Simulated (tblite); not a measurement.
Nitrogen trifluoride, NF3.
Numbering: `[F:1][N:2]([F:3])[F:4]`

Calculated harmonic vibrations of the isolated species, GFN2-xTB (tblite), most abundant isotopes, no scaling. Errors from tens to a few hundred cm⁻¹ against measured bands are possible.

Harmonic wavenumbers (cm⁻¹): 444.8, 444.9, 578.0, 810.9, 812.0, 984.0.

A = 10784, B = 10783, C = 5861 MHz; mass 70.998 u (most abundant isotopes); point group C3v, symmetry number 3.

Problem. What is the zero-point energy?

Solution. ½Σν̃ = 2037 cm⁻¹ = 5.83 kcal/mol.

Problem. Entropy at 200 K, 1 bar (ideal gas, RRHO, classical rotation)?

Solution. Translation 36.74, rotation 20.30, vibration 0.96: S = 58.0 cal/(mol K).

Problem. And Cp and H(200 K) − H(0)?

Solution. Cp = 10.79 cal/(mol K), of which vibrations give 2.84 (their classical limit is 6 R = 11.9); H(200 K) − H(0) = 1.74 kcal/mol without the zero-point energy, 0.15 from vibrations.

Problem. What must be added to the electronic energy to get the Gibbs energy at 200 K and 1 bar?

Solution. ZPE + [H(200 K) − H(0)] − T·S = 5.83 + 1.74 − 11.60 = -4.03 kcal/mol.

Problem. How do the functions run with temperature in this model?

Solution. 
```csv
T (K),S (cal/(mol K)),Cp (cal/(mol K)),H − H(0) (kcal/mol),G − H(0) (kcal/mol),ln q(vib)
100,51.6,8.3,0.80,-4.36,0.00
300,62.9,13.5,2.96,-15.91,0.37
500,70.6,16.6,6.01,-29.30,1.13
800,78.9,18.4,11.32,-51.81,2.35
1000,83.1,18.9,15.06,-68.03,3.09
```

q(vib) and H(0) count from the zero-point level.

Problem. Which modes carry the vibrational entropy at 200 K?

Solution. 444.8 cm⁻¹: 0.35; 444.9 cm⁻¹: 0.35; 578.0 cm⁻¹: 0.16; 810.9 cm⁻¹: 0.04; 812.0 cm⁻¹: 0.04; 984.0 cm⁻¹: 0.01 cal/(mol K).
